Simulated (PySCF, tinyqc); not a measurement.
Harmonic frequencies on the RHF/sto-6g surface (energies and gradients from PySCF), for CH2, spin multiplicity 1, step by step. The lowest restricted solution is unstable here: a spin-polarised one lies 0.0267 hartree lower (PySCF). One step of it, computed by the program tinyqc.

Problem. One row of the Hessian: 2Hy. Displace 2Hy by +/-0.002 bohr; H(k, :) = (g(+) - g(-)) / (2 delta).

optimised positions (bohr), order 1C, 2H, 3H:
$$\begin{pmatrix}
-0.042112 & 0.027088 & -0.302535 \\
-0.050447 & 1.642871 & 1.055536 \\
0.075551 & -1.609487 & 1.025232
\end{pmatrix}$$

gradient at +delta (hartree/bohr), order 1C, 2H, 3H:
$$\begin{pmatrix}
0.00000852 & -0.00050531 & -0.00027791 \\
-0.00000800 & 0.00056775 & 0.00035121 \\
-0.00000052 & -0.00006245 & -0.00007329
\end{pmatrix}$$

gradient at -delta (hartree/bohr), order 1C, 2H, 3H:
$$\begin{pmatrix}
-0.00000837 & 0.00050713 & 0.00028444 \\
0.00000799 & -0.00057093 & -0.00035570 \\
0.00000038 & 0.00006380 & 0.00007126
\end{pmatrix}$$

Give: row of the Hessian.

Solution.

row of the Hessian (hartree/bohr^2): 1Cx 0.00422, 1Cy -0.25311, 1Cz -0.14059, 2Hx -0.00400, 2Hy 0.28467, 2Hz 0.17673, 3Hx -0.00023, 3Hy -0.03156, 3Hz -0.03614
